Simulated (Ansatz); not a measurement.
```yaml
crystal:
  periodic: [false, false, false]
  atoms:
    - {symbol: C, position_ang: [0.550414, 0.334919, 1.311090]}
    - {symbol: C, position_ang: [0.123589, 0.067112, 0.098939]}
    - {symbol: C, position_ang: [-1.281869, -0.154177, -0.305731]}
    - {symbol: C, position_ang: [1.215670, -0.184841, -0.931737]}
    - {symbol: O, position_ang: [0.907343, -0.515820, -2.082786]}
    - {symbol: H, position_ang: [-0.070088, 0.568352, 2.140260]}
    - {symbol: H, position_ang: [1.590057, 0.390011, 1.588528]}
    - {symbol: H, position_ang: [-1.509895, 0.582895, -1.084428]}
    - {symbol: H, position_ang: [-1.477414, -1.131741, -0.667418]}
    - {symbol: H, position_ang: [-2.003174, 0.137824, 0.534658]}
    - {symbol: H, position_ang: [2.173428, -0.143982, -0.562903]}
basis:
  gaussian: {orbitals: aug-cc-pVTZ}
hamiltonian: {xc: {name: r2SCANh}}
```

```sh
$ ansatz run in.yaml --threads 4 --pin off --events-out ev --progress --plain --max-ram 10444MiB
```

Shortened log:

```
Functional definition: r2SCANh
1391 factors; their error is unknown
mean field evaluation 1: about -6279.7468 eV, gradient 6.8e1 eV
mean field evaluation 2: about -6274.8436 eV, gradient 8.2e1 eV
mean field evaluation 4: about -6290.0358 eV, gradient 8.1e0 eV
mean field evaluation 8: about -6290.1712 eV, gradient 3.9e-1 eV
mean field evaluation 16: about -6290.1403 eV, gradient 2.7e-4 eV
mean field -6290.14026819 eV, -231.1583912458 hartree, gradient 1.9e-5 eV, S^2 0.000000; 0 other end points of the search recorded, 0 dependent functions left out
reference -6290.14028807 eV, -231.1583919762 hartree; 19, 19 occupied and 349, 349 virtual orbitals, 1391 factors
Total energy: -6290.14028807 eV, -231.1583919762 hartree
```

It took 8.5 s on 4 threads of an Arm Neoverse V1 on a shared host, with 0.89 GiB of host memory at the peak.
